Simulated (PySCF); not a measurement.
Bonds (- single, = double, # triple, : aromatic): C1-C2 1.502 Å, C2-F3 1.355 Å, C2-F4 1.354 Å, C2-C5 1.482 Å, C5#N6 1.147 Å. C1 carries H7, H8, H9.

Computed data (PySCF 2.14.0 with density-fitted response routines): coordinates at the PBE0-D3(BJ)/def2-TZVP level, NMR shieldings at B97-2/pcSseg-2/GIAO. One computed conformer, non-relativistic, gas phase, averaged over atoms made equivalent by symmetry, fast rotation or ring inversion.

Question: List the cross peaks expected in HSQC, COSY and HMBC spectra.

Answer: 

HSQC (one-bond C–H):
| δH | δC |
| --- | --- |
| 1.83 (H7/H8/H9) | 27.6 (C1) |

HMBC (two and three bonds, from the bond graph):
| δH | δC |
| --- | --- |
| 1.83 (H7/H8/H9) | 119.9 (C5), 117.5 (C2) |

No COSY cross peaks are expected.

Chemical shifts δ = σref − σ; TMS for 1H (σ = 31.64 ppm), 13C (σ = 185.38 ppm), all at this level.

Shifts are as computed. Against solution values, carbons near 30 ppm lie about +3 ppm off and those near 130 ppm about +7 ppm. Of 1211 compounds with measured shifts, 218 miss one by over three times the rms of a fit or turn the order of signals round; such compounds aren't used in these exercises.
